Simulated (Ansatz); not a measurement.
The input, for Ansatz 0.2.0:

```yaml
crystal:
  periodic: [false, false, false]
  atoms:
    - {symbol: Si, position_ang: [0.000000, 0.000000, 0.000000]}
    - {symbol: Cl, position_ang: [0.000000, 0.000000, 2.057900]}
basis:
  gaussian: {orbitals: def2-SVPD}
magnetization: {spin_polarized: false, initial_magnetization: 3}
correlation: {method: ccsd, electrons: valence, diis_vectors: 4}
scf: {lower_state_search: off}
```

```sh
$ ansatz run in.yaml --threads 1 --pin off --events-out ev --progress --plain --max-ram 2393MiB
```

Log:

```
these checks for a lower state are left out or cut short: stability, starts, cluster_reference, orbital_swaps, neighbouring_geometries, increment
475 factors; integrals over basis functions are off by at most 7.6e-4 eV
mean field evaluation 1: about -20355.9105 eV, gradient 8.9e0 eV
mean field evaluation 2: about -20355.9126 eV, gradient 8.9e0 eV
mean field evaluation 4: about -20357.1101 eV, gradient 2.1e0 eV
mean field evaluation 8: about -20357.1741 eV, gradient 2.9e-4 eV
mean field -20357.17405111 eV, -748.1123477903 hartree, gradient 4.2e-6 eV, S^2 3.750000; 0 other end points of the search recorded, 0 dependent functions left out
10 core orbitals not correlated: weight in the atoms' cores, before any rotation towards them, 1.000 or more for the frozen orbitals, at most 0.000 for the correlated occupied ones
reference -20357.17405111 eV, -748.1123477903 hartree; 7, 4 occupied and 34, 37 virtual orbitals, 475 factors
second order -4.96638085 eV of doubles, -0.02202170 eV of singles
cycle   1  -5.36798038 eV  change   -3.8e-1 eV  update   5.9e-2
cycle   2  -5.52564201 eV  change   -1.6e-1 eV  update   2.5e-2
cycle   3  -5.56127951 eV  change   -3.6e-2 eV  update   1.4e-2
cycle   4  -5.56042078 eV  change    8.6e-4 eV  update   6.4e-3
cycle   5  -5.56249858 eV  change   -2.1e-3 eV  update   2.2e-3
cycle   6  -5.56286784 eV  change   -3.7e-4 eV  update   7.7e-4
cycle   7  -5.56314567 eV  change   -2.8e-4 eV  update   3.6e-4
cycle   8  -5.56318223 eV  change   -3.7e-5 eV  update   1.4e-4
cycle   9  -5.56323234 eV  change   -5.0e-5 eV  update   5.6e-5
cycle  10  -5.56323803 eV  change   -5.7e-6 eV  update   2.2e-5
cycle  11  -5.56324282 eV  change   -4.8e-6 eV  update   1.0e-5
Total energy: -20362.73729393 eV, -748.3167931928 hartree
Checks for a lower state left out: stability, starts, cluster_reference, orbital_swaps, neighbouring_geometries, increment
```

Ran on 1 thread of Arm Neoverse V2, shared host: 0.6 s wall, 0.1 GiB peak host memory.
